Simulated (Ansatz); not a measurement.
# AlH₄ (doublet): from Hartree-Fock to the top rungs at distance Al1–H4 along a hydrogen transfer = 1.776 Å, 6-31G

How much of the correlation energy of AlH₄ (doublet) does each wave-function method recover here?

Program: Ansatz 0.2.0, Gaussian basis. Level of theory: 6-31G, core rule «outside noble gas», up to 5 orbitals frozen. These are calculated values, not measurements.

The runs, in order: UHF; CCSD(T) on ROHF; CCSD(T) on UHF; BCCD(T) on ROHF; CISD; CCSDT(Q) on ROHF; CCSDT(Q) on UHF; CISDTQ; CCSDTQ on ROHF; CCSDTQ on UHF; CASSCF and MRCISD+Q, 3 electrons in 3 orbitals; CASSCF and NEVPT2, 3 electrons in 3 orbitals; CASSCF and MRCISD+Q, 7 electrons in 8 orbitals; CASSCF and NEVPT2, 7 electrons in 8 orbitals; Full CI.

7 further runs of the same task are left out: 6 that didn't finish, 1 set aside as unsound or not needed.

## Step 1: The geometry

The geometry derives from fragments relaxed apart (PBE0/def2-TZVP) and kept rigid, so it is no stationary point. A hydrogen atom is moved between rigid fragments.

5 atoms, charge 0, spin multiplicity 2.

Atoms are counted from 1 here; the program's logs count them from 0.

Bond lengths: Al1–H2 1.586 Å, Al1–H3 1.586 Å, Al1–H4 1.776 Å. Angles: H2–Al1–H3 120.0°, H2–Al1–H4 120.0°, H3–Al1–H4 120.0°.

Coordinates:

```xyz
5
AlH4
Al   -0.1036    0.0000    0.0000
H    -0.8965    1.3734    0.0000
H    -0.8965   -1.3734    0.0000
H     1.6724    0.0000    0.0000
H     2.8934    0.0000    0.0000
```

## Step 2: UHF

in.yaml

```yaml
crystal:
  periodic: [false, false, false]
  atoms:
    - {symbol: Al, position_ang: [-0.103583, 0.000000, 0.000000]}
    - {symbol: H, position_ang: [-0.896507, 1.373384, 0.000000]}
    - {symbol: H, position_ang: [-0.896507, -1.373384, 0.000000]}
    - {symbol: H, position_ang: [1.672417, 0.000000, 0.000000]}
    - {symbol: H, position_ang: [2.893417, 0.000000, 0.000000]}
basis:
  gaussian: {orbitals: 6-31G}
magnetization: {spin_polarized: true, initial_magnetization: 1}
hamiltonian: {xc: hf}
output: {orbitals: {seedname: orbitals}}
```

Run with:

```bash
$ ansatz run in.yaml --threads 1 --pin off --events-out ev --progress --plain --max-ram 2393MiB
```

Further steps of the session: CCSD(T) on ROHF; CCSD(T) on UHF; BCCD(T) on ROHF; CISD; CCSDT(Q) on ROHF; CCSDT(Q) on UHF; CISDTQ; CCSDTQ on ROHF; CCSDTQ on UHF; CASSCF and MRCISD+Q, 3 electrons in 3 orbitals; CASSCF and NEVPT2, 3 electrons in 3 orbitals; CASSCF and MRCISD+Q, 7 electrons in 8 orbitals; CASSCF and NEVPT2, 7 electrons in 8 orbitals; Full CI.

Before running them: what should the planned runs give, taken together? Wanted: FCI below the RHF energy; RMP2 from FCI; UMP2 from FCI; RCCSD from FCI; RCCSD(T) from FCI; UCCSD(T) from FCI; RCCSDT(Q) from FCI; UCCSDT(Q) from FCI; NEVPT2 pair from FCI.

As calculated:

```
                         quantity                                                                                                                                                       value
         FCI below the RHF energy                                                                                                                                                  -1.9614 eV
                    RMP2 from FCI                                                                                                                                                +62.1 kJ/mol
                    UMP2 from FCI                                                                                                                                                +58.9 kJ/mol
                   RCCSD from FCI                                                                                                                                                 +3.5 kJ/mol
                RCCSD(T) from FCI                                                                                                                                                 +1.3 kJ/mol
                UCCSD(T) from FCI                                                                                                                                                 +1.3 kJ/mol
               RCCSDT(Q) from FCI                                                                                                                                                 +0.1 kJ/mol
               UCCSDT(Q) from FCI                                                                                                                                                  0.0 kJ/mol
             NEVPT2 pair from FCI                                                                                                                                                +42.1 kJ/mol
           MRCISD+Q pair from FCI                                                                                                                                                 +0.2 kJ/mol
          NEVPT2 valence from FCI                                                                                                                                                +12.9 kJ/mol
levels within 1 kcal/mol (43 meV)  RCCSD, UCCSD, RCCSD(T), UCCSD(T), BCCD(T), RCCSDT, UCCSDT, CISDTQ, RCCSDT(Q), UCCSDT(Q), RCCSDTQ, UCCSDTQ, MRCISD+Q pair, MRCISD valence, MRCISD+Q valence
                    T1 diagnostic                                                                                                                                                       0.033
   effectively unpaired electrons                                                                                                                                                        1.03
```

**Reading.** RCCSD(T) lands +1.3 kJ/mol from the yardstick (0.7 % of the correlation energy). One determinant dominates. Of the multireference levels listed MRCISD+Q pair comes nearest in total energy (+0.2 kJ/mol), which doesn't show that its space is the better one. These misses are within one basis, not against nature; the frozen cores of restricted and unrestricted runs differ, which can shift their rows.
